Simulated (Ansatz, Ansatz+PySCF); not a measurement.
```xyz
3

H     0.0000    0.0000    0.0000
H     0.0000    0.0000    0.9295
H     0.0000    0.0000   -0.9295
```

Basis set: cc-pVTZ (spherical functions). All electrons are correlated. Correlation on ROHF uses semicanonical orbitals with singles. Charge 0, multiplicity 2.

Computed with Ansatz (development build ahead of 0.2.0); each method stands on the lowest determinant of its kind that the runs found.

Problem. Give the atomization energy at this shape (free ground-state atoms in the same class of orbitals less the molecule, no zero-point energy) of doublet H3 by ROHF-CCSD(T), ROHF-MP2, UHF-MP2, UHF.

Solution.

| method | atomization energy |
| --- | --- |
| ROHF-CCSD(T) | 4.27 eV |
| ROHF-MP2 | 3.94 eV |
| UHF-MP2 | 3.91 eV |
| UHF | 2.87 eV |

Caution for ROHF-CCSD(T), ROHF-MP2, UHF-MP2: bonds are stretched, where a single reference can fail.
